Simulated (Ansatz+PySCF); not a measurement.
**triplet B₂: levels of theory in one basis**

```xyz
2

B     0.0000    0.0000   -1.5344
B     0.0000    0.0000    1.5344
```

Basis set: 6-31G (spherical functions). Frozen core: 2 orbitals. Correlation on ROHF uses semicanonical orbitals with singles. Charge 0, multiplicity 3.

Computed with Ansatz (development build ahead of 0.2.0); each method stands on the lowest determinant of its kind that the runs found.

```tsv
method	E − E(ROHF) (eV)	<S²> of the determinant
ROHF	0.00	2.00
UHF	-0.03	2.02
ROHF-MP2	-1.32	–
UHF-MP2	-1.33	2.02
ROHF-CCSD	-2.43	–
ROHF-CCSD(T)	-2.48	–
UHF-CCSD(T)	-2.48	2.02
```

Question: What does full CI (lowest root of this spin) give on the same scale?

Answer: -2.63 eV.

At such a shape the full CI root can have another spatial symmetry than the determinants, so the rows needn't describe one state.

Question: Is a single determinant a sound starting point here?

Answer: Only with care. Unrestricted orbitals gain 0.03 eV and <S²> is 2.02 against 2.00 for a pure state, but bonds are stretched.

Caution for ROHF, ROHF-MP2, ROHF-CCSD, ROHF-CCSD(T): the determinant may break the point group. Caution for ROHF-MP2, UHF-MP2, ROHF-CCSD, ROHF-CCSD(T), UHF-CCSD(T): bonds are stretched, where a single reference can fail. Caution for UHF-CCSD(T): the program doubts this total.
